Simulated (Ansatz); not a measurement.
**SiP⁺, triplet: the ladder up to full CI**

Geometry: a PBE0/def2-TZVP stationary point for this spin.

| atom | x (Å) | y (Å) | z (Å) |
| --- | --- | --- | --- |
| Si | 0.0000 | 0.0000 | 0.0000 |
| P | 0.0000 | 0.0000 | 2.2166 |

Basis cc-pVDZ; Ansatz 0.2.0. Only valence electrons are correlated (noble-gas cores frozen), which leaves 8 electrons in 26 orbitals. R marks a restricted (for open shells ROHF) determinant, U an unrestricted one. Active spaces: valence = (8e, 8o) chosen from the atoms' valence shells.

Full CI is exact within this basis and frozen core; it isn't the basis-set limit. The frozen core follows each run's orbitals, which can shift R against U totals by a few meV.

For open shells CISD and CISDTQ are restricted-active-space CI with the open shells as a complete middle space.

The UHF ⟨S²⟩ is 2.016, the T1 diagnostic (RCCSD) is 0.0274 and the largest doubles amplitude (RCCSD) is 0.067. The T1 diagnostic (UCCSD) is 0.0274.

```tsv
level	E − E(full CI) (kcal/mol)	share of correlation (%)	wall time
RHF	110.67	0.00	–
UHF	107.85	2.54	–
RMP2	26.87	75.72	–
UMP2	27.56	75.09	–
CISD	12.06	89.10	2.1 s
RCCSD	5.23	95.27	–
UCCSD	5.12	95.37	–
RCCSD(T)	1.27	98.85	3.6 s
UCCSD(T)	1.27	98.85	7 s
BCCD(T)	1.27	98.85	3.9 s
RCCSDT	0.31	99.72	–
UCCSDT	0.30	99.73	–
CISDTQ	0.47	99.57	22 s (H100)
RCCSDT(Q)	0.04	99.96	12 s
UCCSDT(Q)	0.01	99.99	15 s
RCCSDTQ	0.01	99.99	20 s (H100)
UCCSDTQ	0.01	100.00	31 s (H100)
CASSCF (valence space)	74.71	32.49	–
NEVPT2 (valence space)	18.74	83.07	4.4 s
MRCISD (valence space)	5.48	95.05	–
MRCISD+Q (valence space)	0.31	99.72	4.3 s
MRCISD+Q(relaxed) (valence space)	-0.67	100.60	7 s
```

The correlation energy at full CI, counted from RHF, is -4.799 eV. That run took 20 s on 2 threads of AMD EPYC 7R13 with a shared H100 80 GB, shared host over 55,868,912 determinants.

Times hold each run's SCF and search for its determinant on a shared host, so for small cases they say little of a method's own cost; rows without a card ran on 1 thread of AMD EPYC 7R13.

More than 5 meV below full CI, which no variational method can be: MRCISD+Q(relaxed) (valence space).

The full-CI state has the irrep A2 of C2v, in the program's axes (one component, if the state is degenerate).

Natural occupations of full CI about the gap: 1.953 1.920 1.884 0.979 0.979 0.060 0.060 0.053 0.018 0.018; effectively unpaired electrons, Σ n²(2−n)², 2.12.
